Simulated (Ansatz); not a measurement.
Input for Ansatz (development build ahead of 0.2.0):

```yaml
crystal:
  periodic: [false, false, false]
  atoms:
    - { symbol: H, position_ang: [0.0, 0.0, 0.625] }
    - { symbol: F, position_ang: [0.0, 0.0, -0.625] }
basis:
  gaussian: { orbitals: "6-31G" }
total_charge: 1
magnetization:
  initial_magnetization: 1
hamiltonian:
  xc: hf
correlation:
  method: ccsd_t
  frozen_orbitals: { F: 1, H: 0 }
```

The input is written out in the form of the current development build from the run's settings. Correlation on restricted open-shell orbitals is semicanonical, with singles.

Output:

| Property | Result |
| --- | --- |
| Converged | yes |
| Reference energy | -99.44896 hartree |
| CCSD correlation energy | -0.10054 hartree |
| Triples correction | -0.00100 hartree |
| Total energy | -99.55049 hartree |
| Spin squared of the determinant | 0.750 |
